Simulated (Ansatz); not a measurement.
in.yaml

```yaml
crystal:
  periodic: [false, false, false]
  atoms:
    - {symbol: H, position_ang: [-1.852809, 0.059434, 0.000000]}
    - {symbol: H, position_ang: [-0.906809, 0.059434, 0.000000]}
    - {symbol: N, position_ang: [0.167191, 0.059434, 0.000000]}
    - {symbol: H, position_ang: [0.436273, -0.944792, 0.000000]}
basis:
  gaussian: {orbitals: 6-31G}
magnetization: {spin_polarized: false, initial_magnetization: 2}
correlation: {active_space: {ras: {orbitals: [3, 2, 9], electrons: 8, max_holes: 2, max_particles: 2}, fixed_orbitals: true}}
accuracy: high
output: {forces: true}
```

```sh
$ ansatz run in.yaml --threads 1 --pin off --events-out ev --progress --plain --max-ram 2393MiB
```

Output:

```
345 factors; integrals over basis functions are off by at most 2.7e-9 eV
mean field evaluation 1: about -1523.0460 eV, gradient 1.2e1 eV
mean field evaluation 2: about -1523.0460 eV, gradient 1.2e1 eV
mean field evaluation 4: about -1523.5355 eV, gradient 2.4e0 eV
mean field evaluation 8: about -1523.5750 eV, gradient 6.7e-2 eV
mean field -1523.57503471 eV, -55.9903498094 hartree, gradient 2.9e-8 eV, S^2 2.000000; 0 other end points of the search recorded, 0 dependent functions left out
reference -1523.57503471 eV, -55.9903498094 hartree; 6, 4 occupied and 9, 11 virtual orbitals, 345 factors
state -1526.66136165 eV, -56.1037702324 hartree
the calculation of the forces begins
mean field evaluation 16: about -1523.5748 eV, gradient 2.5e-2 eV
Total energy: -1526.66136165 eV, -56.1037702324 hartree
Atom 0 at    -1.852809     0.059434     0.000000 Å, force    -1.885727    -0.165109     0.000000 eV/Å
Atom 1 at    -0.906809     0.059434     0.000000 Å, force    -0.965888     0.330783     0.000000 eV/Å
Atom 2 at     0.167191     0.059434     0.000000 Å, force     2.770519     0.056188     0.000000 eV/Å
Atom 3 at     0.436273    -0.944792     0.000000 Å, force     0.081096    -0.221861    -0.000000 eV/Å
Dipole moment:    -0.112918    -0.382801    -0.000000 e Å
```

Natural occupations: 1.9852 1.9709 1.9682 1.0006 0.9943 0.0267 0.0242 0.0120 0.0068 0.0038 0.0035 0.0022 0.0008 0.0007.

Forces (eV/Å):
```
H   -1.886 -0.165  0.000
H   -0.966  0.331  0.000
N    2.771  0.056  0.000
H    0.081 -0.222  0.000
```

Ran on 1 thread of Arm Neoverse V1, shared host: 0.42 s wall, 0.12 GiB peak host memory.
